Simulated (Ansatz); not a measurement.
**[Cl···H···NH], triplet along the distance Cl1-H2**

Starting geometry:

```json
{"atom": "Cl", "x (Å)": "-1.8735", "y (Å)": "0.2511", "z (Å)": "0.0000"}
{"atom": "H", "x (Å)": "-0.5947", "y (Å)": "0.2511", "z (Å)": "0.0000"}
{"atom": "N", "x (Å)": "1.0995", "y (Å)": "0.2511", "z (Å)": "0.0000"}
{"atom": "H", "x (Å)": "1.3686", "y (Å)": "-0.7532", "z (Å)": "0.0000"}
```

From there H2 is moved from one fragment to the other while all else, the fragments' distance too, stays fixed, so the hump isn't the reaction's barrier; atoms are numbered as listed. Energies are in kJ/mol, counted from the starting geometry at the same level.

Basis cc-pVTZ; Ansatz 0.2.0. Only valence electrons are correlated (noble-gas cores frozen). R marks a restricted (for open shells ROHF) determinant, U an unrestricted one.

Full CI isn't at hand for all of this; UCCSDT(Q) serves as the reference, and is uncertain by about the last step of the cluster series.

```json
{"distance Cl1-H2 (Å)": "1.279", "UMP2": "0.0"}
{"distance Cl1-H2 (Å)": "1.372", "UMP2": "9.6"}
{"distance Cl1-H2 (Å)": "1.559", "UMP2": "55.6"}
{"distance Cl1-H2 (Å)": "1.746", "UMP2": "75.1"}
{"distance Cl1-H2 (Å)": "1.933", "UMP2": "46.0"}
```

Q: Estimate the UCCSDT(Q) curve in cc-pVTZ from this one, knowing how UMP2 errs.

A: The computed UCCSDT(Q) values, in kJ/mol from the starting point, and the error of UMP2 against them:
```csv
distance Cl1-H2 (Å),UCCSDT(Q),UMP2 less UCCSDT(Q)
1.279,0.0,0.0
1.372,8.2,1.4
1.559,47.0,8.6
1.746,56.5,18.5
1.933,37.6,8.4
```

The error spans 18.5 kJ/mol and is largest, 18.5 kJ/mol, at 1.746 Å.
